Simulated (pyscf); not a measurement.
Single points on ωB97X-D3(BJ)/def2-SVP structures (PySCF, gas phase). MP2 and CC: frozen core, UHF for open shells. ΔMP2 is the change of the MP2 total energy from the triple- to the quadruple-zeta basis.

For HC≡CH (SMILES C#C) + HBr (SMILES Br) -> H₂C=CH–Br (SMILES C=CBr), an addition across a multiple bond or ene-type step (singlet surface; Br–H broken, C–H, Br–C formed), PBE/def2-TZVP gives ΔE‡ = 30.7 kcal/mol and ΔE = -37.6 kcal/mol (zero: the separated reactants). In which direction and how far do M06-2X/def2-TZVP, ωB97M-D3(BJ)/def2-TZVP, CCSD(T)/def2-TZVPP + ΔMP2(QZVPP) move these?

M06-2X: ΔE‡ = 40.9 kcal/mol, ΔE = -34.6 kcal/mol; ωB97M-D3(BJ): ΔE‡ = 41.0 kcal/mol, ΔE = -33.7 kcal/mol; CCSD(T): ΔE‡ = 43.9 kcal/mol, ΔE = -32.4 kcal/mol. PBE's barrier lies under all of them, by 10.2 to 13.2 kcal/mol. Its reaction energy lies under all of them, by 3.0 to 5.3 kcal/mol. Low barriers are usual for a GGA, whose delocalisation error favours stretched bonds. One saddle was located; it need not be the lowest between these sides. The CCSD(T) − MP2 part came from Ansatz, without density fitting, on the same reference. The frozen core leaves the outer d or s,p core shells of the metals and heavy elements correlated in the MP2 and CC values, and def2-TZVPP describes them poorly, which can shift differences by a few kcal/mol. Elements up to Kr have no core potential and no relativistic terms here.
